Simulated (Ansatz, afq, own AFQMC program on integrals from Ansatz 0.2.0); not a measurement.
BH$_{3}$, triplet → BH3⁺, doublet

```xyz
4

B    -0.1149    0.0000    0.0891
H     0.3114    0.5391   -0.9919
H     0.6095    0.0000    1.0286
H     0.3113   -0.5391   -0.9919
```

E(doublet, charge +1) − E(triplet, charge +0) at this geometry, on UHF and UHF determinants.

Basis cc-pVDZ. Noble-gas cores (and the filled d shells of Ga–Kr and In–Xe) are frozen. AFQMC by an in-house program on the Cholesky factors that Ansatz 0.2.0 writes for its CCSD(T) run. ph-AFQMC/CISD is guided by a CISD state made of CCSD amplitudes; releasing the constraint for a short imaginary time cuts its bias at the price of noise, slowly where states lie close. Free projection: walkers drawn from exp(T), propagated without any constraint. Its projection time is finite, and what remains of the start isn't in its error. ± is one standard error of the sampling. The errors of all members are added in quadrature.

Full CI on the same integrals is exact in this basis and with this determinant's frozen core.

The best estimate is CCSD(T) at the basis-set limit (CBS: def2-TZVPP and def2-QZVPP, with their diffuse functions for anions and beside diffuse sets, CCSD(T) itself extrapolated) plus the step from CCSD(T) to full CI in cc-pVDZ. Rows without CBS are in cc-pVDZ, the functionals in def2-TZVP; B2PLYP and the wave-function rows carry a basis error of their own. Core correlation and relativity beyond core potentials are missing, and ± holds the sampling alone.

Cautions: BH₃ (triplet): lower spins were not checked.

```
  level  vertical ionization energy (eV)
   PBE0                            9.479
  B3LYP                            9.411
wB97M-V                            9.270
```

Q: From these cheaper values, estimate the vertical ionization energy at the level of the best estimate.

A: 9.424 eV (best estimate, highest rung FCI).

```
         level  vertical ionization energy (eV)  error against the best estimate (eV)
            HF                            8.953                                -0.471
           MP2                            9.290                                -0.133
          CCSD                            9.296                                -0.127
       CCSD(T)                            9.310                                -0.114
         CCSDT                            9.312                                -0.112
      CCSDT(Q)                            9.312                                -0.112
 ph-AFQMC/CISD                    9.317 ± 0.005                        -0.106 ± 0.005
released AFQMC                    9.312 ± 0.004                        -0.112 ± 0.004
    free AFQMC                    9.309 ± 0.007                        -0.115 ± 0.007
           FCI                            9.312                                -0.111
        HF/CBS                            8.953                                -0.471
       MP2/CBS                            9.388                                -0.035
   CCSD(T)/CBS                            9.421                                -0.002
           PBE                            9.465                                 0.041
        r2SCAN                            9.567                                 0.143
        B2PLYP                            9.298                                -0.126
```

Correlation beyond CCSD(T) adds 0.002 eV. Going to the basis-set limit adds 0.111 eV at CCSD(T). The perturbative (T) step is worth +0.014 eV. The functionals spread over 0.297 eV; B3LYP and PBE come nearest and wB97M-V is 0.154 eV too low.

Best estimates are given only where the step beyond CCSD(T) is under 0.3 eV and no member's determinant is very poor (T1 over 0.05, or 0.07 for open shells, ⟨S²⟩ too high by 0.3, two states mixed), so the hardest cases are missing from such tables.

The functionals ran in a triple-zeta set and keep a basis error of their own, a few kJ/mol for each bond in atomization energies and more for double hybrids, so close places among them and the extrapolated levels can swap.

CCSDT and higher add their correlation energy to the determinant of the CCSD(T) run, since their own runs factorise the integrals more tightly (a shift of under 2 meV). Free projections are given only where their last times agree within the noise and don't stop above the reference; a slow remainder of the start can still hide under it. Each member of a difference takes its own highest rung, so a best estimate needn't equal the limit plus the step of one row. A walk keeps the symmetry of its determinant, which the program's search chose and which needn't be the lowest solution, so a lower state of the same spin and another symmetry isn't excluded. Released energies are given only where the last usable release times agree within the noise; a slower fall can still hide under it.
